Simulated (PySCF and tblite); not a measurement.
Values are calculated unless marked as measured or tabulated.
Stationary points of C4H7N at GFN2-xTB, in Å:

Structure A

```
 1 C    -0.869    0.730   -1.231
 2 C    -0.230    0.110   -0.241
 3 C    -0.839   -0.986    0.573
 4 C     1.138    0.490    0.099
 5 N     1.753   -0.089    1.035
 6 H    -1.878    0.473   -1.505
 7 H    -0.406    1.518   -1.802
 8 H    -0.232   -1.884    0.486
 9 H    -0.842   -0.701    1.623
10 H    -1.855   -1.198    0.249
11 H     1.559    1.299   -0.518
12 H     2.701    0.237    1.205
```

Structure B

```
 1 C    -0.521    0.342   -1.411
 2 C    -0.202   -0.010   -0.168
 3 C    -1.156   -0.690    0.767
 4 C     1.135    0.256    0.365
 5 N     2.021    0.827   -0.327
 6 H    -1.498    0.158   -1.825
 7 H     0.206    0.828   -2.037
 8 H    -0.758   -1.657    1.076
 9 H    -1.302   -0.088    1.663
10 H    -2.120   -0.846    0.291
11 H     1.286   -0.081    1.403
12 H     2.915    0.965    0.138
```

Structure C

```
 1 C    -0.701    0.546   -1.358
 2 C    -0.239    0.095   -0.204
 3 C    -0.980   -0.863    0.679
 4 C     1.073    0.525    0.331
 5 N     2.115   -0.124    0.082
 6 H    -1.661    0.241   -1.739
 7 H    -0.135    1.229   -1.969
 8 H    -0.395   -1.774    0.796
 9 H    -1.128   -0.431    1.669
10 H    -1.948   -1.111    0.251
11 H     1.028    1.429    0.963
12 H     2.972    0.236    0.500
```

Geometries: GFN2-xTB; energies: BP86/pcSseg-1 + D3(BJ); zero-point and thermal terms from GFN2-xTB harmonic modes (soft modes blended into free rotors).

Q: Which structure is a saddle point, and along which motion?

A: C: one imaginary mode (118i cm⁻¹ at GFN2-xTB, mostly on N5, H11, C4), along the rotation about the C2–C4 bond (torsion C1–C2–C4–N5 from 180° to 360°, rising).

Q: Give their symmetry and energies above the lowest.

A: A Cs, 0.0 kcal/mol; B Cs, 4.0 kcal/mol; C C1, 8.9 kcal/mol.
